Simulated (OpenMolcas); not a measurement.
Potential curves of AlB⁺: spin-free states

Computed with OpenMolcas 26.06: state-averaged CASSCF(5,8) over Al 3s 3p, B 2s 2p, XMS-CASPT2 (IPEA 0.25, imaginary shift 0.2 hartree), scalar X2C, ANO-RCC-VTZP, then RASSI spin–orbit state interaction with atomic mean-field integrals. C2 symmetry about the axis (a holds Σ, Δ, Γ; b holds Π, Φ, H; Σ⁺ and Σ⁻ are not told apart); roots by multiplicity and irrep: 2a 6, 2b 6, 4b 4, 4a 5.

XMS-CASPT2 energies in eV from the lowest point. Curves are followed by energy order within each symmetry, so they are adiabatic and may change character at avoided crossings; Σ⁺ and Σ⁻ are counted together.

```csv
R (Å),(1)2Σ,(1)4Π,(1)4Σ,(2)2Π,(1)2Δ,(3)2Σ,(3)2Π
2.024,1.110,2.035,2.292,3.079,3.359,3.684,4.251
2.142,0.647,2.046,2.463,2.973,3.508,3.930,3.940
2.248,0.372,2.169,2.683,2.903,3.714,4.223,3.860
2.354,0.195,2.349,2.935,2.842,3.958,4.489,3.943
2.472,0.079,2.585,3.217,2.789,4.234,4.637,4.142
2.589,0.020,2.830,3.479,2.757,4.485,4.792,4.362
2.754,0.000,3.142,3.799,2.736,4.777,4.982,4.693
2.966,0.040,3.486,4.096,2.786,5.044,5.163,5.069
```

Task: With masses 26.982 and 11.009 u, fit the curves (1)2Σ near their minima.

Result: At XMS-CASPT2, Te from the lowest curve (the fit fixes ωe to a per cent or two; the method's Re and ωe can be off by some per cent):

```csv
curve,Te (cm⁻¹),Re (Å),ωe (cm⁻¹)
(1)2Σ,0,2.726,252.5
```

The 7 lowest clean curves are shown; the next is (2)4Π, from 4.21 eV. Left out for impure symmetry, kinks or missing points, though low: (1)2Π, (2)2Σ. Only roots inside an energy window near the equilibrium distance were included, so the list of states is not complete; labels number the states computed. Each spin and symmetry block has orbitals of its own, averaged over its own roots, so gaps between blocks are less sure than gaps within one and near the minimum can be off by tenths of an eV, in bad cases by more. No Rydberg orbitals are active, so Rydberg states, and σ→σ* states whose orbital the CASSCF left unused, can be missing between those listed. CASPT2 splits the two components of degenerate states numerically, here by up to 47 cm⁻¹. Points that failed a check (symmetry, reference weights, a jump) are left out.
